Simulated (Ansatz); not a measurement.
A calculation with Ansatz (development build ahead of 0.2.0).

```yaml
crystal:
  periodic: [false, false, false]
  atoms:
    - { symbol: H, position_ang: [0.0, 0.0, -1.2138] }
    - { symbol: Cl, position_ang: [0.0, 0.0, 0.0714] }
basis:
  gaussian: { orbitals: cc-pVTZ }
hamiltonian:
  xc: hf
correlation:
  method: mp2
  frozen_orbitals: { Cl: 5, H: 0 }
```

The input is written out in the form of the current development build from the run's settings.

Results

| Quantity | Value |
| --- | --- |
| Converged | yes |
| Reference energy | -460.10665 hartree |
| Correlation energy | -0.20272 hartree |
| Total energy | -460.30936 hartree |
| Spin squared of the determinant | 0.000 |
